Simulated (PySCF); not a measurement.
Compound: F2O2S.
SMILES with atom numbers: `[O:1]=[S:2](=[O:3])([F:4])[F:5]`

Method: PBE0-D3(BJ)/def2-SVP geometry optimisation, gas phase in PySCF; density fitting, grid level 1; the optimiser is geomeTRIC in internal coordinates, started from a GFN2-xTB structure with every atom displaced at random (about 0.01 Å).

At the end of the run (lengths in Å): S2–F5 1.576, S2=O3 1.424, O1=S2 1.424, S2–F4 1.576, O1–S2–F4 107.8°, F4–S2–F5 94.8°, O1–S2–O3 125.8°.

**Question.** These geometries were met on the way; a selection of coordinates is given. Order them by energy above the end point, lowest first.
A. S2–F5 1.568, S2=O3 1.425, O1=S2 1.426, S2–F4 1.576, O1–S2–F4 107.4°, F4–S2–F5 93.5°, O1–S2–O3 126.9°
B. S2–F5 1.533, S2=O3 1.424, O1=S2 1.445, S2–F4 1.562, O1–S2–F4 101.8°, F4–S2–F5 93.3°, O1–S2–O3 125.6°
C. S2–F5 1.601, S2=O3 1.397, O1=S2 1.407, S2–F4 1.588, O1–S2–F4 110.2°, F4–S2–F5 91.8°, O1–S2–O3 124.4°

**Answer.** A (0.007 eV), C (0.073 eV), B (0.400 eV).

```
step  E above end (eV)  rms distance from the end, all atoms (Å)  largest force (eV/Å)  rms shift of all bonds from the end (Å)
   3             0.007                                     0.012                 0.387                                    0.004
   0             0.073                                     0.034                 2.681                                    0.021
   1             0.400                                     0.082                 4.428                                    0.025
```

Rows stand in the order of the answer.
